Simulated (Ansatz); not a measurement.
# [OH···H···SiH3], doublet along the distance O1-H3

Starting geometry:

```xyz
7

O    -1.9643   -0.0190    0.0000
H    -2.2136    0.9076    0.0000
H    -1.0047   -0.0190    0.0000
Si    1.0707   -0.0190    0.0000
H     1.5207   -1.4353    0.0000
H     1.5207    0.6891   -1.2265
H     1.5207    0.6891    1.2265
```

From there H3 is moved from one fragment to the other while all else, the fragments' distance too, stays fixed; atoms are numbered as listed. Energies are in kJ/mol, counted from the starting geometry at the same level.

Basis cc-pVDZ; Ansatz 0.2.0. Correlated methods freeze the noble-gas cores. R marks a restricted (for open shells ROHF) determinant, U an unrestricted one.

For open shells CISD is restricted-active-space CI with the open shells as a complete middle space.

Full CI isn't at hand for all of this; UCCSDT(Q) serves as the reference, and is uncertain by about the last step of the cluster series. The frozen core follows each run's orbitals, which can shift R against U totals by a few meV.

```json
{"distance O1-H3 (Å)": "0.960", "UCCSDT(Q)": "0.0", "error RMP2": "0.0", "error UMP2": "0.0", "error CISD": "0.0", "error RCCSD": "0.0", "error UCCSD": "0.0", "error BCCD(T)": "0.0"}
{"distance O1-H3 (Å)": "1.050", "UCCSDT(Q)": "12.2", "error RMP2": "0.6", "error UMP2": "1.7", "error CISD": "4.3", "error RCCSD": "1.5", "error UCCSD": "1.4", "error BCCD(T)": "0.3"}
{"distance O1-H3 (Å)": "1.232", "UCCSDT(Q)": "69.6", "error RMP2": "-0.7", "error UMP2": "17.6", "error CISD": "13.1", "error RCCSD": "4.8", "error UCCSD": "3.7", "error BCCD(T)": "0.9"}
{"distance O1-H3 (Å)": "1.413", "UCCSDT(Q)": "96.2", "error RMP2": "29.7", "error UMP2": "28.6", "error CISD": "10.6", "error RCCSD": "2.1", "error UCCSD": "1.7", "error BCCD(T)": "0.6"}
{"distance O1-H3 (Å)": "1.595", "UCCSDT(Q)": "102.0", "error RMP2": "24.3", "error UMP2": "24.4", "error CISD": "-4.3", "error RCCSD": "-1.8", "error UCCSD": "-1.9", "error BCCD(T)": "-0.2"}
```

Errors are those of relative energies. In total energy the starting point itself misses UCCSDT(Q) by: RMP2 113.0, UMP2 112.9, CISD 99.0, RCCSD 19.5, UCCSD 19.4, BCCD(T) 3.7 kJ/mol.

Spread of the error over the points with a reference, to 1.595 Å (largest less smallest): BCCD(T) 1.1, UCCSD 5.6, RCCSD 6.5, CISD 17.4, UMP2 28.6, RMP2 30.4 kJ/mol.
